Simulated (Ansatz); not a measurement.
# SiH₃F + SiH₄: a complex and its separated parts

Aim: how far the complex at one end of a reaction step lies below its separated, relaxed parts, level by level.

Method: PBE0-D4/def2-TZVP structures, single points in def2-TZVPP, no counterpoise correction; program: Ansatz 0.2.0, Gaussian basis.

Levels: SPW92, PBE-D4, BLYP-D4, r2SCAN-D4, B97M-V, PBE0-D4, B3LYP-D4, r2SCAN0-D4, BHLYP-D4, CAM-B3LYP-D4, wB97X-V, wB97M-V, B2PLYP, PBE-QIDH, RPA on PBE, Hartree-Fock, MP2, CCSD, CCSD(T).

Correlated methods freeze the cores. B3LYP uses VWN-RPA correlation. B2PLYP carries no dispersion term here.

94 further runs of the same task are left out: 94 set aside as unsound or not needed.

**1. Starting geometry**

The complex: 10 atoms, charge 0, spin multiplicity 1.

Atoms are counted from 1 here; the program's logs count them from 0.

Bond lengths: Si1–H3 1.482 Å, Si1–H4 1.482 Å, Si1–H5 1.482 Å, Si1–F7 1.600 Å, Si2–H6 1.484 Å, Si2–H8 1.485 Å, Si2–H9 1.485 Å, Si2–H10 1.485 Å. Angles: H3–Si1–H4 110.5°, H3–Si1–H5 110.5°, H3–Si1–F7 108.3°, H4–Si1–H5 110.7°, H4–Si1–F7 108.4°, H5–Si1–F7 108.3°, H6–Si2–H8 109.8°, H6–Si2–H9 109.5°, H6–Si2–H10 109.5°, H8–Si2–H9 109.4°, H8–Si2–H10 109.4°, H9–Si2–H10 109.2°.

As a file:

```xyz
10
FH7Si2
Si   -1.5953    1.3959   -0.4095
Si    1.5700   -1.4103    0.3854
H    -1.0870    0.0438   -0.7420
H    -2.9227    1.3050    0.2423
H    -1.6648    2.2375   -1.6269
H     1.5108   -0.0783    1.0367
F    -0.5757    2.0785    0.6170
H     2.7725   -2.1451    0.8540
H     0.3522   -2.1870    0.7313
H     1.6399   -1.2400   -1.0885
```

Its parts: SiH₃F holds atoms 1, 3, 4, 5, 7; SiH₄ holds atoms 2, 6, 8, 9, 10. Each part counts its atoms afresh in its own runs.

**2. Relaxing SiH₃F alone**

relax-a/in.yaml

```yaml
crystal:
  periodic: [false, false, false]
  atoms:
    - {symbol: Si, position_ang: [-1.595261, 1.395892, -0.409500]}
    - {symbol: H, position_ang: [-1.086988, 0.043794, -0.742034]}
    - {symbol: H, position_ang: [-2.922663, 1.304982, 0.242308]}
    - {symbol: H, position_ang: [-1.664828, 2.237487, -1.626878]}
    - {symbol: F, position_ang: [-0.575679, 2.078491, 0.617033]}
basis:
  gaussian: {orbitals: def2-TZVP}
hamiltonian: {xc: pbe0, dispersion: d4}
relax: {f_tol: 0.005, max_steps: 200}
```

The run is started by

```bash
$ ansatz run in.yaml --threads 4 --pin off --events-out ev --progress --plain --max-ram 9574MiB
```

After this run come: Relaxing SiH₄ alone; SPW92/def2-TZVPP; PBE-D4/def2-TZVPP; BLYP-D4/def2-TZVPP; r2SCAN-D4/def2-TZVPP; B97M-V/def2-TZVPP; PBE0-D4/def2-TZVPP; B3LYP-D4/def2-TZVPP; r2SCAN0-D4/def2-TZVPP; BHLYP-D4/def2-TZVPP; CAM-B3LYP-D4/def2-TZVPP; wB97X-V/def2-TZVPP; wB97M-V/def2-TZVPP; B2PLYP/def2-TZVPP; PBE-QIDH/def2-TZVPP; RPA on PBE/def2-TZVPP; CCSD(T)/def2-TZVPP; Vibrations of SiH₃F; Vibrations of SiH₄.

What does the calculation give? Wanted: complex less parts, CCSD(T)/def2-TZVPP; with zero-point energy; largest T1 diagnostic.

The runs gave:

| quantity | value |
| --- | --- |
| complex less parts, CCSD(T)/def2-TZVPP | -2.37 kJ/mol |
| with zero-point energy | -0.78 kJ/mol |
| largest T1 diagnostic | 0.011 |

**Reading.** At CCSD(T) the complex lies 2.37 kJ/mol below its parts. Among the functionals r2SCAN-D4 lands nearest to CCSD(T) (-0.70 kJ/mol) and SPW92 farthest (-4.46 kJ/mol). Mean unsigned error by rung: LDA 4.46, GGA 2.02, meta-GGA 0.86, hybrid 1.61, range-separated hybrid 1.25, double hybrid 1.91 kJ/mol. PBE-D4 gives a relative energy 2.73 kJ/mol too low, an error of 115 % of the reference. The complex's frequency run has imaginary modes: the structure is no minimum, so both the energy and the zero-point correction are in doubt. No counterpoise was applied, and triple zeta lacks some correlation, so the CCSD(T) reference has a basis error of its own, and close matches with it are partly luck.
